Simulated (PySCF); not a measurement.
**Reading a saddle point**

A first-order saddle point of CH7FSi, closed shell, PBE0-D4/def2-TZVP, with one imaginary mode of 1083i cm⁻¹:

Si1  (-0.372, 0.072, -0.567)
F2  (1.484, 0.669, -0.854)
H3  (-0.279, -0.616, -1.873)
H4  (-1.838, 0.364, -0.435)
C5  (0.091, -0.820, 0.994)
H6  (0.656, 1.541, -0.694)
H7  (-0.265, 1.773, -0.536)
H8  (0.131, -0.115, 1.828)
H9  (-0.673, -1.566, 1.229)
H10  (1.064, -1.301, 0.908)
(Å)

Computed with PySCF 2.14 with density fitting (its default auxiliary sets; JK sets also for MP2 and CCSD(T)) (basis: def2-TZVPP and def2-QZVPP); correlated methods freeze the cores. Extrapolation: Hartree–Fock as exp(−7.88 √X), correlation as X^−2.97.

Q: Which contacts change along the imaginary mode, and what lies on either side? (Judge from chemistry; the calculation decides.)

A: Computed: The step is CH₅FSi ([CH3][SiH2][F]) + H₂ → CH₆Si ([CH3][SiH3]) + HF, with the molecules in contact on both sides. Shortening one way: Si1–H7, F2–H6; lengthening the same way: Si1–F2, H6–H7.
```json
{"pair": "Si1–H7", "one side (Å)": "3.90", "saddle (Å)": "1.71", "other side (Å)": "1.50"}
{"pair": "F2–H6", "one side (Å)": "2.70", "saddle (Å)": "1.21", "other side (Å)": "0.93"}
{"pair": "Si1–F2", "one side (Å)": "1.61", "saddle (Å)": "1.97", "other side (Å)": "3.48"}
{"pair": "H6–H7", "one side (Å)": "0.75", "saddle (Å)": "0.96", "other side (Å)": "1.70"}
```

Q: Which side is lower, and how far does the saddle lie above each? (Judge from chemistry; the value comes from the calculation.)

A: Computed: The side with Si1–F2, H6–H7 short is lower by 1.131 eV; the saddle lies 2.631 eV above it and 1.500 eV above the other (CCSD(T) at an estimated basis limit (MP2 extrapolated from triple and quadruple zeta, plus CCSD(T) − MP2 in triple zeta); electronic energies).

The T1 diagnostic stays at or below 0.013.

Labels in which every atom is bracketed show which atoms are joined, not bond orders.

For scale, one of the runs: CCSD(T)/def2-TZVPP, 202 basis functions, launched by `OMP_NUM_THREADS=4 python run.py`. The run took 6.4 min on 4 CPU threads of an Arm Neoverse V1 (shared host), with 2.5 GiB of host memory at its peak.
